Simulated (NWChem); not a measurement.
All runs are NWChem calculations. System: HN, charge 0, spin multiplicity 3, at a geometry optimised with UPBE/def2-SVP. The structure started from a generated list of species. Its SCF solution wasn't tested for a lower state. Level: ULDA (SVWN5)/def2-TZVP.

NWChem printed:

```
             Northwest Computational Chemistry Package (NWChem) 7.3.0
             --------------------------------------------------------

                                NWChem Input Module
                                -------------------

 Scaling coordinates for geometry "geometry" by  1.889725989
 (inverse scale =  0.529177249)

 Turning off AUTOSYM since
 SYMMETRY directive was detected!

                             Geometry "geometry" -> ""
                             -------------------------

 Output coordinates in angstroms (scale by  1.889725989 to convert to a.u.)

  No.       Tag          Charge          X              Y              Z
 ---- ---------------- ---------- -------------- -------------- --------------
    1 N                    7.0000     0.00000000     0.00000000     0.13255800
    2 H                    1.0000     0.00000000     0.00000000    -0.92790600

 Effective nuclear repulsion energy (a.u.)       3.4930377108

            Nuclear Dipole moment (a.u.)
            ----------------------------
        X                 Y               Z
 ---------------- ---------------- ----------------
     0.0000000000     0.0000000000    -0.0000000000

      Symmetry information
      --------------------

 Group name             C2v
 Group number             16
 Group order               4
 No. of unique centers     2

      Symmetry unique atoms

     1    2


 Summary of "ao basis" -> "" (spherical)
 ------------------------------------------------------------------------------
       Tag                 Description            Shells   Functions and Types
 ---------------- ------------------------------  ------  ---------------------
 *                         def2-tzvp                  on all atoms

                                 NWChem DFT Module
                                 -----------------

 Summary of "ao basis" -> "ao basis" (spherical)
 ------------------------------------------------------------------------------
       Tag                 Description            Shells   Functions and Types
 ---------------- ------------------------------  ------  ---------------------
 N                         def2-tzvp                11       31   5s3p2d1f
 H                         def2-tzvp                 4        6   3s1p

 Summary of "ao basis" -> "ao basis" (spherical)
 ------------------------------------------------------------------------------
       Tag                 Description            Shells   Functions and Types
[...]
   Bfn.  Coefficient  Atom+Function         Bfn.  Coefficient  Atom+Function
  ----- ------------  ---------------      ----- ------------  ---------------
     8      0.351073  1 N  pz                 5      0.308544  1 N  s
    33     -0.269658  2 H  s                 11      0.251072  1 N  pz
     4      0.243188  1 N  s                  3      0.171245  1 N  s
    14      0.165711  1 N  pz                32     -0.146829  2 H  s
    34     -0.145225  2 H  s                  2     -0.109914  1 N  s

 Vector    4  Occ=0.000000D+00  E=-1.731307D-01  Symmetry=b1
              MO Center=  1.4D-15,  2.9D-29,  9.9D-02, r^2= 9.6D-01
   Bfn.  Coefficient  Atom+Function         Bfn.  Coefficient  Atom+Function
  ----- ------------  ---------------      ----- ------------  ---------------
     6      0.442096  1 N  px                12      0.407350  1 N  px
     9      0.357486  1 N  px                35      0.028576  2 H  px
    23      0.026624  1 N  d  1

 Vector    5  Occ=0.000000D+00  E=-1.731307D-01  Symmetry=b2
              MO Center=  5.8D-30,  3.6D-16,  9.9D-02, r^2= 9.6D-01
   Bfn.  Coefficient  Atom+Function         Bfn.  Coefficient  Atom+Function
  ----- ------------  ---------------      ----- ------------  ---------------
     7      0.442096  1 N  py                13      0.407350  1 N  py
    10      0.357486  1 N  py                36      0.028576  2 H  py
    21     -0.026624  1 N  d -1

 Vector    6  Occ=0.000000D+00  E= 2.866541D-02  Symmetry=a1
              MO Center=  5.5D-16, -3.2D-16, -1.2D+00, r^2= 2.6D+00
   Bfn.  Coefficient  Atom+Function         Bfn.  Coefficient  Atom+Function
  ----- ------------  ---------------      ----- ------------  ---------------
    34      1.899106  2 H  s                  5     -1.076454  1 N  s
    14      0.656267  1 N  pz                 8      0.236301  1 N  pz
     3     -0.156352  1 N  s                 11      0.125863  1 N  pz
     4     -0.088592  1 N  s                  2      0.075366  1 N  s
    37     -0.061372  2 H  pz                32      0.047132  2 H  s

   alpha - beta orbital overlaps
   -----------------------------

   alpha      1      2      3      4      5      6      7      8      9     10
    beta      1      2      3      4      5      6      7      9     10      8
 overlap   1.000  0.997  0.997  0.996  0.996  0.997  0.987  0.996  0.996  0.988

   alpha     11     12     13     14     15     16     17     18     19     20
    beta     11     12     13     14     15     16     17     18     20     19
 overlap   0.998  1.000  1.000  1.000  1.000  0.999  0.988  0.988  0.824  0.823

   alpha     21     22     23     24     25     26     27     28     29     30
    beta     21     22     23     24     28     27     25     26     29     30
 overlap   0.988  0.988  0.997  0.999  1.000  1.000  1.000  1.000  0.999  0.999

   alpha     31     32     33     34     35     36     37
    beta     31     32     33     34     35     36     37
 overlap   1.000  1.000  0.999  0.999  1.000  1.000  1.000

     --------------------------
     Expectation value of S2:
     --------------------------
      <S2> =      2.0054 (Exact =     2.0000)

 center of mass
 --------------
 x =   0.00000000 y =   0.00000000 z =   0.11595152

 moments of inertia (a.u.)
 ------------------
           3.775646545282           0.000000000000           0.000000000000
           0.000000000000           3.775646545282           0.000000000000
           0.000000000000           0.000000000000           0.000000000000

     Multipole analysis of the density
     ---------------------------------

     L   x y z        total         alpha         beta         nuclear
     -   - - -        -----         -----         ----         -------
     0   0 0 0     -0.000000     -5.000000     -3.000000      8.000000

     1   1 0 0      0.000000      0.000000      0.000000      0.000000
     1   0 1 0      0.000000     -0.000000      0.000000      0.000000
     1   0 0 1     -0.631441     -0.542789     -0.088652     -0.000000

     2   2 0 0     -4.824671     -3.489183     -1.335489      0.000000
     2   1 1 0     -0.000000     -0.000000     -0.000000      0.000000
     2   1 0 1     -0.000000     -0.000000     -0.000000      0.000000
     2   0 2 0     -4.824671     -3.489183     -1.335489      0.000000
     2   0 1 1     -0.000000      0.000000     -0.000000      0.000000
     2   0 0 2     -4.461828     -4.414988     -3.560807      3.513966

 Task  times  cpu:        0.2s     wall:        0.2s

 Total times  cpu:        0.2s     wall:        0.2s
```

Write an NWChem input that would produce this output.

This is not unique; one that fits is 
```
start mol
memory heap 200 mb stack 900 mb global 1100 mb
geometry units angstroms nocenter noautoz
  N      0.000000     0.000000     0.132558
  H      0.000000     0.000000    -0.927906
  symmetry group C2v
end
basis spherical
  * library def2-tzvp
end
dft
  xc slater vwn_5
  odft
  mult 3
  semidirect memsize 60000000 filesize 0
  iterations 100
end
task dft energy
```
